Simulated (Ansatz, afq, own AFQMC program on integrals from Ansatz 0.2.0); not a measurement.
Two steps: Ansatz 0.2.0 writes the Fock matrix and Cholesky factors of the valence space, and afq projects on them the lowest state that overlaps trial and start.

```yaml
crystal:
  periodic: [false, false, false]
  atoms:
    - {symbol: Si, position_ang: [0.000000, -0.003907, 1.566064]}
    - {symbol: Ge, position_ang: [0.000000, -0.023839, -0.584529]}
    - {symbol: H, position_ang: [0.000000, 1.326646, 0.522598]}
    - {symbol: H, position_ang: [0.000000, 0.500279, -2.034109]}
basis:
  gaussian: {orbitals: cc-pVDZ}
magnetization: {spin_polarized: true, initial_magnetization: 2}
correlation: {method: ccsd_t, electrons: outside_noble_gas, hamiltonian_folder: ham}
```

```sh
$ ansatz run in.yaml --threads 1 --pin off --events-out ev --progress --plain --max-ram 1843MiB
```

afq runs on the folder ham with

```
--method phaseless --trial hf --walkers 120 --populations 1 --least-time 40 --time-step 0.005 --steps-per-block 20 --equilibration-blocks 112 --max-blocks 600 --target-error 0.00114 --factor-cut 1e-05 --start spin_pure --seed 3756 --taylor-order 6
```

Times are imaginary, in 1/Eh. The walk had a cap of 1086 s. Filled inner d shells are frozen with the cores.

afq prints:

```
orbitals 36  electrons 6 4  factors 290 of 599
reference energy -2365.26951110 Eh
CCSD correlation -0.19410645 Eh in 16 cycles, weight of the determinant in the CISD state 0.8546
energy of the start -2365.270599 Eh
 block  time / (1/Eh)  mean weight  energy / Eh
     1     0.100  0.9999  -2365.297309
     2     0.200  1.0017  -2365.322903
     3     0.300  1.0019  -2365.343360
     4     0.400  1.0000  -2365.357202
     5     0.500  1.0011  -2365.369887
     7     0.700  1.0004  -2365.399540
     9     0.900  1.0003  -2365.411819
    18     1.800  1.0003  -2365.458094
    52     5.200  0.9997  -2365.465036
    86     8.600  1.0007  -2365.498177
   120    12.000  1.0019  -2365.454085
   154    15.400  1.0012  -2365.465869
   188    18.800  1.0001  -2365.485181
   222    22.200  0.9997  -2365.481414
   256    25.600  0.9998  -2365.455959
   290    29.000  0.9993  -2365.472184
   324    32.400  1.0012  -2365.451670
   358    35.800  1.0011  -2365.473287
   392    39.200  0.9997  -2365.463634
   426    42.600  0.9999  -2365.485952
   443    44.300  0.9989  -2365.447018
   460    46.000  1.0010  -2365.496121
   494    49.400  1.0002  -2365.488011
   528    52.800  0.9993  -2365.474583
   562    56.200  0.9994  -2365.456716
   596    59.600  0.9983  -2365.453368
   630    63.000  1.0006  -2365.467518
   664    66.400  1.0015  -2365.455329
   698    69.800  0.9987  -2365.488205
blocks merged  error / Eh  count
     1  0.000512  600
     2  0.000691  300
     4  0.000929  150
     8  0.001187  75
    16  0.001482  37
    32  0.001801  18
    64  0.001390  9
energy -2365.472536 +/- 0.001801 Eh
(rows thinned)
```

The run passed its tests (sampling time, drift between the halves within three errors, error under three times the target), which doesn't prove that it has relaxed.

Against this walk (error 49.0 meV) on the same determinant: CCSD(T) 26.1 meV higher (within the noise), CCSDT(Q) 32.6 meV lower (within the noise), a separate phaseless walk with a CISD trial and standard settings 17.2 ± 50.8 meV higher (within the noise). The error is statistical and leaves out the bias of the constraint.

Cautions: constraint bias not in the error; error above the target (49.0 against 31.0 meV); no relativity below Rb; no spin-orbit coupling; inner d shell frozen; another spin lies lower (by 2.22 eV); the search met a lower determinant of the same kind, perhaps of another symmetry (156 meV lower), and this one is a saddle point; unrestricted determinant slightly spin contaminated (⟨S²⟩ 2.05 against 2.00).

The walk took 2.9 min on 1 thread of Intel(R) Xeon(R) 6975P-C (Granite Rapids), with other jobs on the host. The log's last line is the phaseless energy.

CCSDT and higher add their correlation energy to the determinant of the CCSD(T) run, since their own runs factorise the integrals more tightly (a shift of under 2 meV). A walk keeps the symmetry of its determinant, which the program's search chose and which needn't be the lowest solution, so a lower state of the same spin and another symmetry isn't excluded.
